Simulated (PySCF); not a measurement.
Method: PySCF, BP86, basis P def2-TZVP, O def2-TZVP (no relativity, density fitting).

```xyz
3
charge 1 multiplicity 1, angstrom
P     0.0000    0.0000    0.0000
O     0.0000    0.0000    1.4535
O     0.0000    0.0000   -1.4535
```

PO₂⁺ (singlet), along the line from P1 (at 0) through O2 (at 1.454 Å).

Tabulate the fields along this line at -0.44, -0.36, -0.29, -0.22, -0.15, -0.07, 0.07, 0.15, 0.22, 0.29, 0.36, 0.44, 0.51, 0.58, 0.65, 0.73, 0.80, 0.87, 0.94, 1.02, 1.09, 1.16, 1.24, 1.31, 1.38, 1.53, 1.60, 1.67, 1.74, 1.82, 1.89, 1.96, 2.03, 2.11, 2.18, 2.25, 2.33 Å.


```
distance (Å)  electron density (e/Å³)  electron localisation function  electrostatic potential (V)
       -0.44                     3.47                           0.184                          106
       -0.36                     8.16                            0.59                          145
       -0.29                     20.7                           0.832                          214
       -0.22                     49.7                           0.853                          357
       -0.15                      100                           0.595                          711
       -0.07                      346                           0.388                         1970
        0.07                      346                           0.388                         1970
        0.15                      100                           0.595                          711
        0.22                     49.7                           0.853                          357
        0.29                     20.7                           0.832                          214
        0.36                     8.16                            0.59                          145
        0.44                     3.47                           0.184                          106
        0.51                     1.96                          0.0794                         80.7
        0.58                     1.61                           0.136                         63.8
        0.65                     1.66                           0.354                         52.5
        0.73                     1.88                           0.598                         45.6
        0.80                     2.21                           0.713                         42.9
        0.87                     2.66                           0.745                         44.7
        0.94                     3.25                           0.734                         52.2
        1.02                        4                           0.673                         67.7
        1.09                     4.89                           0.512                         95.5
        1.16                     5.95                           0.214                          145
        1.24                     9.08                          0.0759                          236
        1.31                     33.4                           0.526                          436
        1.38                      244                           0.997                         1110
        1.53                      241                           0.997                         1110
        1.60                       33                           0.447                          433
        1.67                     9.88                           0.099                          231
        1.74                     6.67                           0.356                          137
        1.82                     5.15                           0.701                         86.6
        1.89                      3.8                           0.823                         56.9
        1.96                     2.69                            0.86                         38.7
        2.03                     1.86                           0.868                         27.4
        2.11                     1.26                           0.861                         20.1
        2.18                    0.839                           0.846                         15.4
        2.25                    0.556                           0.822                         12.3
        2.33                    0.369                           0.788                         10.2
```

On a grid of 0.07 Å the density has a local minimum along the bond near 0.58 Å from P, at 1.61 e/Å³, where the ELF is 0.14.
